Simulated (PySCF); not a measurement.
A species of formula C4H7ClO has this rotational fingerprint, computed with PBE0-D3(BJ)/def2-SVP geometry optimisation, gas phase in PySCF:

* Rotational constants: A = 3635, B = 2032, C = 1396 MHz
* Dipole components: |μa| = 1.04 D, |μb| = 0.09 D, |μc| = 1.45 D
* Inertial defect: -25.61 u·Å²
* κ: -0.43

**Question.** Which structure is it? (One computed conformer of each.)
A. `[Cl:1][CH2:2][CH:3]1[CH2:4][O:5][CH2:6]1` with Cl1–C2–C3–C4 -166°
B. `[O:1]=[CH:2][CH2:3][CH2:4][CH2:5][Cl:6]` with O1–C2–C3–C4 -1°, C2–C3–C4–C5 -69°, C3–C4–C5–Cl6 -61°
C. `[CH2:1]=[CH:2][C@@H:3]([OH:4])[CH2:5][Cl:6]` with C1–C2–C3–O4 123°, C2–C3–O4–H 46°, C2–C3–C5–Cl6 64°
D. `[CH3:1][O:2]/[C:3]([CH3:4])=[CH:5]/[Cl:6]` with C1–O2–C3–C4 180°

**Answer.** C. It is C=C[C@@H](O)CCl, an asymmetric top, point group C1. The candidates at the same level (rigid rotor, commonest isotopes):

```tsv
SMILES	A (MHz)	B (MHz)	C (MHz)	μa (D)	μb (D)	μc (D)	Δ (u·Å²)	point group	rotor
CO/C(C)=C/Cl	5326	1665	1289	1.77	0.63	0.00	-6.41	Cs	asymmetric top
ClCC1COC1	8173	1505	1360	0.04	1.56	0.51	-26.12	C1	near-prolate asymmetric top
C=C[C@@H](O)CCl	3635	2032	1396	1.04	0.09	1.45	-25.61	C1	asymmetric top
O=CCCCCl	5387	1483	1455	0.61	2.00	0.40	-87.36	C1	near-prolate asymmetric top
```

`ClCC1COC1` has A 125 % too high; `CO/C(C)=C/Cl` has A 47 % too high; `O=CCCCCl` has A 48 % too high. No structure here is proved a minimum.
